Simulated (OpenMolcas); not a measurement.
## HNO2 (nitrous acid): the vertical energy of the triplet above the singlet from total energies

HNO2: 4 atoms, total charge 0, spin state singlet. As SMILES, `O=NO`. The shape is that of a GFN2-xTB optimisation.

Both states at this one shape; open shells run unrestricted unless said. 1 Eh = 27.2114 eV.

```
          level     program  singlet HNO2 (Eh)  triplet HNO2 (Eh)
PBE/def2-TZVPPD  OpenMolcas        -205.602135        -205.512115
  M06-2X/STO-3G  OpenMolcas        -202.874159        -202.805138
```

Task: Work out the vertical gap, second state less first, at each level.

Result: 
1. PBE/def2-TZVPPD: -205.512115 − (-205.602135) = 0.090020 Eh = 2.45 eV.
2. M06-2X/STO-3G: -202.805138 − (-202.874159) = 0.069021 Eh = 1.88 eV.

No measured value is set beside it here; the levels span 1.88 to 2.45 eV. Minimal sets are far from the basis-set limit.
